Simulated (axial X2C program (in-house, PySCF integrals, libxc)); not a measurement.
## Al₂: cheaper levels and CCSD(T), two-component

Calculated with an in-house relativistic program for diatomic molecules. Two-component (2c) means X2C with spin–orbit coupling and atomic mean-field two-electron Coulomb and Gaunt terms. Basis: Al dyall-v3z [8s8p2d1f] (cores contracted in-house); Gaussian nuclei, density fitting, unrestricted open shells. Masses: Al 26.982 u.

State: Ω = 1 (⟨Sz⟩ = 1.00, ⟨Lz⟩ = 0.00 at HF); fragments Al + Al.

```csv
level,Re (Å),ωe (cm⁻¹),De (eV)
PBE0,2.484,346.7,1.48
HF,2.546,314.4,0.426
MP2,2.468,367.3,1.27
CCSD,2.494,343.0,1.10
LDA,2.467,347.6,1.95
```

Correlated methods: 6 electrons correlated (number of frozen shells: Al 2 s, 1 p), 142 virtual spin orbitals or spinors in MP2, 90 natural virtuals in coupled cluster.

CCSD(T), same Hamiltonian and basis:

Re = 2.488 Å, ωe = 348.6 cm⁻¹, De = 1.30 eV; T1 = 0.036 (Lee–Taylor normalisation).

**Question.** Give the differences from CCSD(T) in the columns below.

**Answer.** 

| level | ΔRe (Å) | Δωe (cm⁻¹) | ΔDe (eV) |
| --- | --- | --- | --- |
| PBE0 | -0.004 | -2 | 0.18 |
| HF | 0.058 | -34 | -0.87 |
| MP2 | -0.020 | 19 | -0.03 |
| CCSD | 0.006 | -6 | -0.20 |
| LDA | -0.021 | -1 | 0.65 |

The state is a single determinant with fixed occupations, the lowest that a limited PBE0 search found. Dissociation energies refer to the lowest single-determinant-based atoms at the same level and basis. Density functionals use the spin component along the axis (collinear). CCSD and (T) use frozen natural virtuals with an MP2 correction for the truncation; (T) itself is uncorrected, so its De runs slightly low. The 2c atoms are single determinants rather than J levels; their spin–orbit lowering is only partly caught, and De is too large by that part. This holds for PBE0, LDA. PBE0 can misorder states that lie within some tenths of an eV, so this need not be the ground state of the molecule. The nearest other 2c determinant of the search, Ω = 2, lies 0.11 eV up at the distance of the search. The functionals have no current-density term, which raises determinants with orbital currents, atoms included. With several unpaired electrons one determinant need not be a pure state. Open-shell Ω = 0 determinants with evenly filled partner blocks cannot be reached by this program, so the Ω shown need not be the lowest component. At some level and bond length an empty orbital lies below a filled one. This is the Ω = 1 component of a π² triplet; the 0⁺ component is not one determinant and can lie lowest.
